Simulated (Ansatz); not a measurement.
Born–Oppenheimer molecular dynamics of H$_{3}$Si$_{2}$ (5 atoms, charge -1, multiplicity 1). It starts at the highest image of a converged band, a first-order saddle point between two minima.

All numbers below come from RHF/def2-TZVP (Ansatz).

```json
{"ensemble": "NVE (velocity Verlet)", "time step": "0.5 fs", "steps asked": "200", "starting velocities drawn for": "300 K", "seed": "5327"}
```

First frame:

```xyz
5
Properties=species:S:1:pos:R:3
Si -1.457 1.091 -0.746
Si 0.378 0.129 -0.039
H -1.161 -0.469 0.030
H 0.985 -1.206 -0.396
H 1.255 0.456 1.151
```

(1) How far do the bonds stretch over the last three quarters of this one trajectory? (Pairs bonded in most of those frames.)

Answers

(1) 
| bond | mean (Å) | spread (Å) | shortest | longest |
| --- | --- | --- | --- | --- |
| Si1–Si2 | 2.220 | 0.059 | 2.13 | 2.31 |
| Si1–H3 | 1.582 | 0.074 | 1.42 | 1.71 |
| Si2–H4 | 1.509 | 0.015 | 1.48 | 1.54 |
| Si2–H5 | 1.505 | 0.021 | 1.47 | 1.55 |

Mean temperature of the second half: 1889 K. The conserved energy stayed within 0.23 meV per atom of its start (net change 0.031 meV per atom), so the integration is sound. The system heated up, since it started high on the potential surface and ran downhill. A run of 0.1 ps of so small a system gives no equilibrium averages. The orbitals stay closed-shell, which can raise the energy where a bond breaks towards radicals; this wasn't checked here. Limits of this set-up: an anion without diffuse functions, the dipole of an ion depends on the origin.

Time of the run: 100 s on 1 thread of Intel(R) Xeon(R) Platinum 8488C (Sapphire Rapids), with other jobs on the host, peak memory 0.15 GiB.
